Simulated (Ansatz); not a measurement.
Calculated with Ansatz (gas phase, PBE0-D4/def2-TZVP geometries, no zero-point term in ΔE). CCSD(T)/CBS is the MP2 limit (def2-TZVPP, def2-QZVPP) plus CCSD(T) − MP2 in def2-TZVPP, frozen cores. This one scheme is used for every species, atoms too. DFT in def2-TZVPP. No spin–orbit coupling; open shells (•) take unrestricted orbitals. Spin–orbit coupling would lower the free atoms: a little for Al, F, Si.

`F[SiH2][AlH2]` → Al• + F• + 4 H• + Si•  (atomization)

```tsv
level	ΔE (eV)
LC-ωPBE	20.55
SCS-MP2/def2-QZVPP	20.88
```

Task: What does CCSD(T)/CBS give? (Best estimate.)

Result: Computed: +20.88 eV. The listed levels differ from it by -0.33, 0.00 eV.

Largest T1 diagnostic among the species: 0.018.

At CCSD(T), def2-SVP lies −1.64 eV from the extrapolated value and def2-TZVPP −0.59 eV: correlation converges slowly with the basis, and small sets miss more of it in the bonded molecule than in its fragments. From BLYP to BHLYP (50 % exact exchange), in def2-TZVPP and without D4, ΔE moves by −0.03 eV: exact exchange takes away binding that semilocal exchange gives to molecules.

For atomizations the MP2-based limit and the directly extrapolated one differ by several kJ/mol either way, and by 10 to 25 for some Ge, Se and Sn compounds, so smaller differences from it don't rank the levels.
